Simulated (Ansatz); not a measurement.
Species: fluoromethane, CH₃F, charge 0, multiplicity 1. SMILES: CF
Geometry from a B3LYP-D3(BJ)/def2-TZVP (Ansatz, a program for electronic structure) optimisation:
```
C
F 1 1.3893
H 1 1.0909 2 108.82
H 1 1.0909 3 110.11 2 -119.20
H 1 1.0909 3 110.11 4 -121.60
```
Charge 0, spin multiplicity 1.

Computed values are from Ansatz. Cores are frozen in the correlated levels unless marked. Open shells are spin-unrestricted. No spin-orbit coupling. No relativistic terms. CBS(X,Y): correlation extrapolated as X^-3; Hartree-Fock from the larger set. The bracket is a focal-point correction in the basis named.

```json
{
  "atomisation energy De": "422.0 kcal/mol at CCSD(T)/CBS(def2-TZVPPD,def2-QZVPPD)",
  "vertical ionisation energy (to the doublet)": "13.52 eV at RI-MP2/CBS(aug-cc-pVTZ,aug-cc-pVQZ)+[CCSD(T)-MP2]/aug-cc-pVTZ",
  "total_energy": "-139.6286 Eh at CCSD(T)/CBS(def2-TZVPPD,def2-QZVPPD)",
  "dipole_moment": "1.86 D at CCSD(T)/aug-cc-pVDZ",
  "T1 diagnostic": "0.010 at CCSD/def2-QZVPPD",
  "measured enthalpy of formation, 298 K": "-56.5 kcal/mol (Active Thermochemical Tables 1.112 (ions: stationary electron), as tabulated in the package chemicals)",
  "measured_dipole_moment": "1.85 D (NIST CCCBDB, as tabulated in the package chemicals; older table, unchecked)"
}
```
